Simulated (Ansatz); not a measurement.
A made-up structure of BH2S, doublet:

```tsv
atom	x (Å)	y (Å)	z (Å)
B1	-0.1161	0.0311	-0.0590
S2	1.3734	-0.3656	0.7013
H3	2.3658	-0.6922	1.5720
H4	-0.1433	0.8893	-0.8954
```

It is relaxed with PBE-D4/def2-SVP and then PBE0-D4/def2-TZVP (Ansatz 0.2.0). Atoms count as bonded within 1.22 times the sum of their covalent radii (H–H: 0.88 Å). The end point is not checked to be a true minimum.

Q: Does its bonding change? (Judge from chemistry; the calculation decides.)

A: By the calculation: No: no bond forms or breaks.

Where it ends: The first stage lowers the energy by 1.94 eV in 8 steps. It ends as BH₂S ([BH][SH]):
B1  (0.154, 0.017, 0.074)
S2  (1.838, 0.038, 0.519)
H3  (1.818, -0.869, 1.516)
H4  (-0.331, 0.676, -0.790)
(Å)

Labels in which every atom is bracketed show which atoms are joined, not bond orders.

For scale, one of the runs: PBE0-D4/def2-TZVP relaxation, 80 basis functions, launched by `ansatz run in.yaml --threads 2 --pin off --events-out ev --progress --plain --max-ram 4352MiB`. Hardware: 2 CPU threads of an Intel Xeon 6975P-C, shared host. Wall time about 4.6 s.
